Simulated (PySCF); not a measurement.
Which level of theory gave which numbers?

Compound: C₃H₉PS.
Z-matrix (Å and degrees, PBE0-D3(BJ)/def2-SVP geometry), rows numbered from 1:
```
C 
P   1  1.8230
C   2  1.8226  1  104.30
C   2  1.8231  1  104.34  3  -109.23
S   2  1.9489  1  114.22  3   125.45
H   1  1.1007  2  111.94  3    54.52
H   1  1.0991  2  108.33  3   175.99
H   1  1.0992  2  108.28  3   -66.85
H   3  1.0992  2  108.34  1  -176.04
H   3  1.1007  2  111.92  1   -54.64
H   3  1.0992  2  108.34  1    66.76
H   4  1.1006  2  111.92  1    54.66
H   4  1.0991  2  108.26  1   -66.75
H   4  1.0991  2  108.33  1   176.08
```

The closed-shell ground state was solved 6 times with PySCF (density fitting, gas phase), always with PBE0, in these basis sets: 6-311+G(2d,p), 6-31G, 6-31G*, STO-3G, def2-SVP and def2-TZVP.

```json
{"row": "P", "total energy (Eh)": "-849.1794", "HOMO (eV)": "-1.17", "LUMO (eV)": "6.86", "dipole (D)": "4.29"}
{"row": "Q", "total energy (Eh)": "-858.9841", "HOMO (eV)": "-6.27", "LUMO (eV)": "0.64", "dipole (D)": "4.82"}
{"row": "R", "total energy (Eh)": "-858.5878", "HOMO (eV)": "-6.04", "LUMO (eV)": "1.20", "dipole (D)": "4.75"}
{"row": "S", "total energy (Eh)": "-858.9688", "HOMO (eV)": "-6.31", "LUMO (eV)": "-0.29", "dipole (D)": "4.95"}
{"row": "T", "total energy (Eh)": "-858.8646", "HOMO (eV)": "-6.13", "LUMO (eV)": "1.70", "dipole (D)": "5.18"}
{"row": "U", "total energy (Eh)": "-858.7536", "HOMO (eV)": "-6.05", "LUMO (eV)": "1.68", "dipole (D)": "5.65"}
```

Task: Which basis belongs to which row?

Result: P = STO-3G, Q = def2-TZVP, R = def2-SVP, S = 6-311+G(2d,p), T = 6-31G*, U = 6-31G. From the lowest total energy up: def2-TZVP (221 functions) 0 eV; 6-311+G(2d,p) (205 functions) +0.42 eV; 6-31G* (96 functions) +3.25 eV; 6-31G (71 functions) +6.27 eV; def2-SVP (123 functions) +10.78 eV; STO-3G (42 functions) +266.80 eV.
